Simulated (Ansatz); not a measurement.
# BPH4 (SMILES BP) at B3LYP-D4/CRENBL (density fitting with def2-universal-jkfit, core potential, start density atoms)

What is the vertical electron affinity of BPH4 at B3LYP-D4/CRENBL (density fitting with def2-universal-jkfit, core potential, start density atoms)? 

The results are computed with Ansatz 0.2.0.

7 further runs of the same task are left out: 2 for a known fault of the program, 1 that didn't finish, 4 set aside as unsound or not needed. Runs told in other sessions of the task aren't counted.

## (1) The system as given

BPH4 has 6 atoms, charge 0, and is taken as a singlet. SMILES: `BP`. Geometry: relaxed at GFN2-xTB.

Bond lengths: B1–P2 1.841 Å, B1–H3 1.169 Å, B1–H4 1.169 Å, P2–H5 1.378 Å, P2–H6 1.378 Å. Angles: B1–P2–H5 103.7°, B1–P2–H6 103.7°, P2–B1–H3 119.5°, P2–B1–H4 119.5°, H5–P2–H6 96.8°, H3–B1–H4 120.3°.

## (2) A single-point energy at B3LYP-D4/CRENBL (density fitting with def2-universal-jkfit, core potential, start density atoms)

File run.yaml:

```yaml
crystal:
  periodic: [false, false, false]
  atoms:
    - {symbol: B, position_ang: [0.002660, -0.867960, 0.118880]}
    - {symbol: P, position_ang: [0.378740, 0.928770, 0.259630]}
    - {symbol: H, position_ang: [-0.777460, -1.351190, 0.842930]}
    - {symbol: H, position_ang: [0.659230, -1.540870, -0.575930]}
    - {symbol: H, position_ang: [0.599110, 1.319050, -1.043720]}
    - {symbol: H, position_ang: [-0.862270, 1.512200, 0.398210]}
basis:
  gaussian:
    orbitals: CRENBL.json
    fitting: {mean_field: def2-universal-jkfit}
hamiltonian:
  xc: {name: B3LYP}
  dispersion: d4
output: {orbitals: {seedname: orbitals}}
```

The basis set CRENBL is read from a file made from the Basis Set Exchange's data (not shown).

Run with:

```bash
$ ansatz run run.yaml --threads 1 --pin off --max-ram 2610MiB --events-out events.jsonl --progress --plain --runs-dir runs
```

Log:

```text
Warning: RAYON_NUM_THREADS=1 ignored (pool sized by the plan → 1); use --threads N
Functional definition: B3LYP
  name "B3LYP"
  parameter a0 = 0.2
  parameter ax = 0.72
  parameter ac = 0.81
  exchange = (1 - a0 - ax)*slater_x + ax*b88_x + a0*exact_x
  correlation = (1 - ac)*vwn_rpa_c + ac*lyp_c
275 factors; integrals over basis functions are off by at most 4.1e1 eV
mean field evaluation 1: about -316.3456 eV, gradient 1.8e1 eV
mean field evaluation 2: about -316.5673 eV, gradient 1.5e1 eV
mean field evaluation 4: about -317.5557 eV, gradient 7.6e-1 eV
mean field evaluation 8: about -317.5574 eV, gradient 1.8e-3 eV
mean field -317.55743988 eV, -11.6700206674 hartree, gradient 1.8e-5 eV, S^2 0.000000; 0 other end points of the search recorded, 0 dependent functions left out
reference -317.55765242 eV, -11.6700284781 hartree; 6, 6 occupied and 42, 42 virtual orbitals, 275 factors
Total energy: -317.68103555 eV, -11.6745627246 hartree
```

Run time: 0.52 s. Hardware: 1 thread of Arm Neoverse V2, shared host.

## (3) The doublet anion, same level

Edit run.yaml of step 2 so:

```diff
@@ -13,2 +13,6 @@
     fitting: {mean_field: def2-universal-jkfit}
+total_charge: -1
+magnetization:
+  spin_polarized: true
+  initial_magnetization: 1
 hamiltonian:
```

The basis set CRENBL is read from a file made from the Basis Set Exchange's data (not shown).

Run with:

```bash
$ ansatz run run.yaml --threads 1 --pin off --max-ram 2610MiB --events-out events.jsonl --progress --plain --runs-dir runs
```

Log:

```text
Warning: RAYON_NUM_THREADS=1 ignored (pool sized by the plan → 1); use --threads N
[... 7 set-up lines as earlier in the session ...]
275 factors; integrals over basis functions are off by at most 4.1e1 eV
mean field evaluation 1: about -315.4176 eV, gradient 1.4e1 eV
mean field evaluation 2: about -314.9762 eV, gradient 1.6e1 eV
mean field evaluation 4: about -317.1145 eV, gradient 4.9e-1 eV
mean field evaluation 8: about -317.1186 eV, gradient 4.9e-3 eV
mean field -317.11865014 eV, -11.6538954421 hartree, gradient 1.7e-5 eV, S^2 0.753872; 0 other end points of the search recorded, 0 dependent functions left out
reference -317.11887788 eV, -11.6539038110 hartree; 7, 6 occupied and 41, 42 virtual orbitals, 275 factors
Total energy: -317.29735375 eV, -11.6604626786 hartree
```

Run time: 0.89 s. Hardware: 1 thread of Arm Neoverse V2, shared host.

## (4) Summary of results

At B3LYP-D4/CRENBL (density fitting with def2-universal-jkfit, core potential, start density atoms):

| quantity | value |
| --- | --- |
| singlet BPH4: total energy | -11.67456 Eh |
| singlet BPH4: HOMO energy | -7.33 eV |
| singlet BPH4: LUMO energy | -1.74 eV |
| singlet BPH4: HOMO–LUMO gap | 5.59 eV |
| singlet BPH4: dispersion energy | -11.90 kJ/mol |
| doublet anion: total energy | -11.66046 Eh |
| doublet anion: HOMO energy (highest over α and β) | 2.70 eV |
| doublet anion: LUMO energy (lowest over α and β) | 5.47 eV |
| doublet anion: dispersion energy | -17.22 kJ/mol |
| doublet anion: ⟨S²⟩ | 0.754 |
| vertical electron affinity (to the doublet anion) | -0.384 eV |

**Reading.** The anion lies 0.38 eV (8.8 kcal/mol) above the neutral: the electron isn't bound at this level, and such a value depends on the basis. Without diffuse functions anions come out too high. The HOMO (doublet anion) lies at positive energy, 2.70 eV, from the functional's self-interaction, a short basis or an electron that isn't bound; only total energies against the neutral tell.
